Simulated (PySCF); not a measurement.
# Deprotonation sites of dimethyl sulfoxide

Parent: dimethyl sulfoxide, `CS(C)=O` (C2H6OS). Non-hydrogen atoms are numbered in `[CH3:1][S:2]([CH3:3])=[O:4]`.

These are calculated values, M06-2X/ma-def2-TZVP in PySCF (grid level 3) at geometries from PBE0-D3(BJ)/ma-def2-SVP. The prefix ma- adds one diffuse s and one diffuse p function on all atoms but H. Zero-point and thermal terms (298.15 K, 1 bar) come from unscaled PBE0-D3(BJ)/ma-def2-SVP harmonic frequencies, with soft modes damped to free rotors in the entropy.

```csv
site,product,ΔH(acid) / kcal/mol,ΔG(acid) / kcal/mol
C1 (methyl carbon),[CH2-]S(C)=O,374.8,367.5
```

ΔH and ΔG refer to AH → A⁻ + H⁺ in the gas phase. Sites whose products fell apart, merged with another or lost in a GFN2-xTB screen aren't listed.

In chloroform the product from C1 is solvated 42.1 kcal/mol more strongly than the parent (electrostatics only).

Measured values (NIST Chemistry WebBook, evaluated or the median of agreeing entries): deprotonation enthalpy (ΔH) 1564 kJ/mol (computed 1568, difference 4); gas-phase acidity (ΔG) 1535 kJ/mol (computed 1537, difference 3).

Run with `OMP_NUM_THREADS=1 python redox_run.py task.json out` on 1 thread of Arm Neoverse V2, a shared host. Structures, frequencies and single points: 5.4 min of wall time.

Differences come from unrounded values, so a last digit can differ from that of the printed terms.
